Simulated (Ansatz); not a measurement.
**NiO: experiment and calculation**

**Measured values to compare with.**

“Structural, optical and electronic properties of Ni1−xCoxO in the complete composition range”, 2020, pmc:9058517 reports, for a ceramic of NiO at 300 K: lattice constant a 4.1801 ± 0.0003 Å.

The results are compared with them further down.

Method: Ansatz, DFT PBEsol, scalar-relativistic, plane waves, PAW.

Settings: cutoff 420 eV, Γ-centred mesh 18×18×18 on the computed 2-atom cell, Gaussian smearing of 0.10 eV; collinear spin from starting moments 1.14 0.2 μB.

Relaxed structure, symmetry kept:

```
Ni O
1.0
     0.00000    2.05806    2.05806
     2.05806    0.00000    2.05806
     2.05806    2.05806    0.00000
Ni O
1 1
Direct
  0.00000 0.00000 0.00000
  0.50000 0.50000 0.50000
```

* Space group: Fm-3m (No. 225)
* Volume per atom: 8.72 Å³
* Formation energy from the elements' standard states (uncorrected): -0.511 eV/atom
* Kohn–Sham band gap: none (metal)
* Density of states at the Fermi level: 1.71 states/eV per cell
* Löwdin character within 0.5 eV of the Fermi level: Ni 3d 72 %, O 2p 24 %
* Bulk modulus: 179 GPa
* Its pressure derivative: 3.8
* Bader charges (e): Ni (1 in the cell) 1.08, O (1 in the cell) -1.08
* Total moment: 1.26 μB per cell
* Site moments (μB; atoms counted from 1 over the whole cell): Ni (atom 1) 1.04, O (atom 2) 0.19

Only this magnetic start was tried.

Measured lattice constant a of NiO: 4.1801 Å (300 K; ceramic; the paper above). This calculation gives 4.116 Å (-1.5 %). 2 values of this kind are on record in papers (4.176 to 4.1801 Å); this one was drawn at random among those near their median, those with a stated uncertainty first. The calculation is for 0 K without zero-point motion. The calculated magnetic order may not be the real one, and cell, gap and energy hang on it, so these differences aren't the functional's alone.